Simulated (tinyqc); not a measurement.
Ways to converge the cycle: SCF convergence aids in the sto-3g basis, for OH+, spin multiplicity 3. Computed by the program tinyqc with PySCF. Command: `OMP_NUM_THREADS=1 python tinyqc.py 113992 113993 out.jsonl`; one thread of a shared host (Intel(R) Xeon(R) Processor @ 2.60GHz), about 9 s.

Geometry (angstrom):
```
atom       x       y       z
O     0.0000  0.0000  0.0000
H     0.0000  0.0000  1.7220
```

lowest solution found by these runs and by PySCF with stability checks = -73.960078 hartree

UHF with one setting changed at a time; a run stops when the energy changes by less than 1e-09 hartree and the error matrix is below 1e-5. The start is random orbitals. Damping d keeps d of the old density; a shift (hartree) raises the virtual levels; DIIS n extrapolates F over n matrices.

Largest element of the error matrix X^T (FDS - SDF) X:
```
iteration    plain  damping 0.3  damping 0.6  shift 0.4   DIIS 3   DIIS 8
1          7.6e+00      7.6e+00      7.6e+00    7.6e+00  7.6e+00  7.6e+00
2          1.8e-01      2.2e+00      4.4e+00    2.3e-01  1.8e-01  1.8e-01
3          9.7e-02      6.8e-01      2.6e+00    1.7e-01  9.6e-02  9.6e-02
4          4.5e-02      2.2e-01      1.6e+00    1.1e-01  2.9e-02  2.9e-02
5          2.9e-02      7.7e-02      9.5e-01    6.4e-02  2.8e-02  2.8e-02
6          2.9e-02      3.7e-02      5.8e-01    3.7e-02  2.9e-02  2.9e-02
8          3.0e-02      2.7e-02      2.2e-01    2.5e-02  1.9e-02  1.9e-02
10         2.9e-02      2.8e-02      8.5e-02    2.6e-02  1.7e-02  4.1e-02
14         2.2e-02      2.9e-02      2.7e-02    2.7e-02  1.3e-02  4.9e-03
20         6.3e-03      2.3e-02      2.9e-02    2.4e-02  7.2e-03  5.0e-06
30         4.7e-04      6.7e-03      2.6e-02    1.3e-02  2.7e-04        -
45         9.4e-06      4.9e-04      1.3e-02    1.5e-03  5.3e-05        -
60               -      3.5e-05      3.2e-03    1.6e-04  7.8e-06        -
```

How each run ends:
```
run          iterations  E (hartree)                                                        state
plain                46    -73.96008                                                 lowest found
damping 0.3         >60    -73.96008  falls steadily but slowly, by a factor of about 0.84 a step
damping 0.6         >60    -73.95976  falls steadily but slowly, by a factor of about 0.91 a step
shift 0.4           >60    -73.96008  falls steadily but slowly, by a factor of about 0.86 a step
DIIS 3               60    -73.85643                                                       higher
DIIS 8               20    -73.85643                                                       higher
```

1 of 6 runs reach the lowest solution found, in 46 to 46 iterations (fastest: plain). Ending on a higher stationary point: DIIS 3, DIIS 8; a small error matrix cannot reveal that, and an occupation fixed by the start is kept by symmetry or by the shape of the basin. Not converged: damping 0.3, damping 0.6, shift 0.4. Plain steps already contract here, so damping only slows them. DIIS minimises the error, not the energy, so it can stall or settle near a saddle, and its small system turns near-singular when few rotations are active.
